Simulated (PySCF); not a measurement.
**PH: one state, many levels of theory**

State: ³Σ⁻ (triplet), unpaired electrons π ↑↑. Set-up: basis P def2-TZVPPD, H def2-TZVPPD; no relativity; PySCF 2.14. De refers to P + H in their high-spin ground configurations, without counterpoise correction. The functionals are run spin-unrestricted. A positive dipole means P(−)H(+).

```tsv
Level	Re (Å)	ωe (cm⁻¹)	De (eV)	μ (D)
UHF	1.411	2497	2.26	0.53
UHF-MP2	1.416	2437	2.89	n/a
UHF-SCS-MP2	1.418	2423	3.03	n/a
UHF-CCSD	1.423	2382	3.06	n/a
UHF-CCSD(T)	1.425	2362	3.08	n/a
LDA	1.441	2284	3.64	0.43
PBE	1.440	2290	3.26	0.40
PBEsol	1.442	2287	3.37	0.43
PW91	1.437	2295	3.28	0.40
r²SCAN	1.426	2365	3.27	0.47
r²SCANh	1.423	2387	3.26	0.47
PBE0	1.427	2375	3.22	0.45
BHandHLYP	1.415	2435	3.28	0.45
CAM-B3LYP	1.422	2391	3.33	0.44
```

Question: Which functional lies closest to UHF-CCSD(T) in De, which farthest, and by how much do they differ from it?

Answer: Closest is PBE0 (+0.2 pm in Re, +0.6 % in ωe, +0.14 eV in De against UHF-CCSD(T) in the same basis), farthest LDA (+1.6 pm in Re, -3.3 % in ωe, +0.56 eV in De). CCSD(T) converges more slowly with the basis than the functionals do and binds too weakly in this one, so the order can change at the basis-set limit.

Question: What does a quarter of exact exchange do here, going from PBE to PBE0?

Answer: PBE0 less PBE: -1.3 pm in Re, +3.7 % in ωe, -0.04 eV in De. Exact exchange removes part of the self-interaction that spreads semilocal densities, and in most molecules shortens and stiffens the bond and lowers De; so it does here.

Question: What does the step from GGA to meta-GGA do here, going from PBE to r²SCAN?

Answer: r²SCAN less PBE: -1.4 pm in Re, +3.3 % in ωe, +0.01 eV in De. 

Correlated steps freeze 5 core orbitals. The state is the lowest determinant that a PBE0 search found; another state may lie lower at other levels.

The whole job (state search and all levels along the bond) took about 3.8 min on 1 thread of AMD EPYC 7R43 64-Core (shared host), peak memory 1.2 GiB.
